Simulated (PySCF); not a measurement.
Some computed properties have been withheld. Give your best values.

Compound: phosphine, PH3.
SMILES: `P`

| property | level | value |
| --- | --- | --- |
| point group of the GFN2-xTB geometry | GFN2-xTB | C3v |
| rotational constants A, B, C of the GFN2-xTB geometry | GFN2-xTB | 138.825, 138.807, 125.386 GHz |
| dipole moment | B3LYP/def2-SVPD | ? |
| HOMO energy | B3LYP/def2-SVPD | ? |
| LUMO energy | B3LYP/def2-SVPD | 0.60 eV |
| lowest singlet excitation | TDDFT B3LYP/def2-SVPD | 7.18 eV (173 nm, f = 0.141) |
| lowest triplet excitation (Tamm–Dancoff) | TDA B3LYP/def2-SVPD | 6.11 eV |
| static isotropic polarisability | B3LYP/def2-SVPD | ? |
| electronic spatial extent ⟨r²⟩ about the centre of nuclear charge | B3LYP/def2-SVPD | 54 bohr² |

Electronic properties: PySCF, gas phase, density fitting.

(1) The static isotropic polarisability?

(2) Give the dipole moment.

(3) What is the HOMO energy?

## Answers

(1) 28.8 au.

(2) 0.62 D.

(3) -7.64 eV.

The rotational constants are those of an oblate symmetric top; the small spread among constants that symmetry makes equal is optimisation noise. Point group C3v permits a dipole; with 0.62 D the species has a pure rotational spectrum. With B = h/(8π²I), that is 505.379 GHz u Å² over I, the principal moments of inertia are 3.64, 3.64 and 4.03 u Å² (most abundant isotopes). The principal polarisabilities are 28.4, 28.4 and 29.4 au; their mean is the isotropic value. The 8 singlets span 7.18 to 10.13 eV, and their oscillator strengths add up to 0.49. No computed singlet falls in the visible range (750 to 380 nm, 1.65 to 3.26 eV); S1 lies 3.92 eV above its blue end.
